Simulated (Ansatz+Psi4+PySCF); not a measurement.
singlet HF: levels of theory in one basis

```xyz
2

F     0.0000    0.0000    0.0934
H     0.0000    0.0000   -0.8405
```

Basis set: cc-pVTZ (spherical functions). Correlated methods keep 1 orbital frozen. Charge 0, multiplicity 1.

Computed with Ansatz (development build ahead of 0.2.0) and Psi4 1.11; each method stands on the lowest determinant of its kind that the runs found.

```
     method  E − E(RHF) (eV)  <S²> of the determinant
        RHF             0.00                     0.00
    RHF-MP2            -7.42                        –
RHF-CCSD(T)            -7.65                        –
```

Question: What does RHF-CCSD give on the same scale?

Answer: -7.47 eV.

Question: Is a single determinant a sound starting point here?

Answer: By this sign, yes. Unrestricted orbitals gain 0.00 eV and <S²> is 0.00 against 0.00 for a pure state.
